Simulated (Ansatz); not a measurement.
The first iterations of a band of BH6N (8 atoms, charge 0, multiplicity 1).

These are results of Ansatz, RKS PBE0-D4/def2-SVP, not measurements.

```
movable images  : 7
climbing image  : yes
spring          : 5.0 eV/Å²
optimiser       : quadratic models (default)
start path      : through a guess of the saddle point
force threshold : 0.03 eV/Å
iteration limit : 60
end points      : relaxed
```

Image 0:

```xyz
8
Properties=species:S:1:pos:R:3
B -0.207 -0.791 -0.164
H 0.403 -1.083 -1.184
H -1.422 -0.786 -0.314
H 0.155 -1.432 0.814
H 1.205 0.857 0.299
N 0.199 0.760 0.157
H -0.067 1.378 -0.610
H -0.266 1.096 1.001
```

Image 8:

```xyz
8
Properties=species:S:1:pos:R:3
B -1.048 -0.673 0.523
H 2.522 0.250 -1.551
H -1.886 -0.998 -0.286
H -0.752 -1.384 1.456
H 1.873 0.173 -1.160
N -0.403 0.549 0.375
H -0.607 1.197 -0.376
H 0.301 0.887 1.019
```

| iteration | highest image above the first end (eV) | largest band force component (eV/Å) |
| --- | --- | --- |
| 1 | 2.564 | 7.372 |
| 2 | 2.114 | 3.628 |
| 3 | 1.458 | 11.432 |

Problem. Does the band converge within its limit, and where does its top end?

Solution. It converged. It ended after 10 iterations with the highest image 1.611 eV above the first end. Neighbouring images differ by up to 1.2 eV, so the band resolves the path poorly. A vibrational analysis at the climbing image gives one clearly imaginary mode, 1294i cm⁻¹: a first-order saddle point. The orbitals stay closed-shell, which can raise the energy where a bond breaks towards radicals; this wasn't checked here.

The run took 69 s on 1 thread of Arm Neoverse V2, on a shared host, peak memory 0.1 GiB.
